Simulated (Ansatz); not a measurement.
# A cut through the energy surface

SiHF$_{2}$ (SMILES F[SiH]F), doublet, at its PBE0-D4/def2-TZVP minimum:

F1  (1.274, 0.625, -0.412)
Si2  (-0.028, -0.285, -0.316)
F3  (-1.283, 0.691, -0.248)
H4  (0.036, -1.031, 0.976)
(Å)

The bond length F1–Si2 (1.592 Å at the minimum) is set to the values below, with the rest relaxed at PBE0-D4/def2-TZVP at each step. Each method's energies count from its own value at the PBE0-D4 minimum structure. Ansatz 0.2.0; basis: def2-TZVPP; cores frozen in the correlated methods; orbitals are unrestricted. B3LYP uses VWN-RPA correlation.

```
bond length (Å)  CCSD(T) (kcal/mol)  wB97M-V (kcal/mol)  MP2 (kcal/mol)  PBE0-D4 (kcal/mol)  B3LYP-D4 (kcal/mol)
          1.369               31.19               31.77           31.70               30.57                31.79
          1.416               17.54               18.08           17.93               17.17                18.13
          1.484                5.72                6.12            5.94                5.59                 6.18
          1.565                0.30                0.41            0.35                0.29                 0.44
          1.653                1.33                1.05            1.22                1.30                 0.97
          1.749                7.41                6.62            7.15                7.19                 6.34
          1.851               16.96               15.61           16.61               16.43                15.05
          1.958               28.59               26.68           28.19               27.65                25.71
          2.069               41.17               38.74           40.83               39.75                37.25
```

Largest difference from the CCSD(T) curve over the scan: PBE-D4 7.72; r2SCAN-D4 2.30; HF 7.57 kcal/mol. Each curve counts from its own value at the minimum.

No T1 diagnostic of these runs exceeds 0.019. ⟨S²⟩ of the unrestricted Hartree–Fock references: 0.75 to 0.76 (a pure state has 0.75).

For scale, one of the runs: CCSD(T)/def2-TZVPP, 118 basis functions (an equivalent command: `ansatz run in.yaml --threads 2`). Time: 26 s of wall clock on 2 CPU threads; the host was shared. Peak host memory: 1.1 GiB.
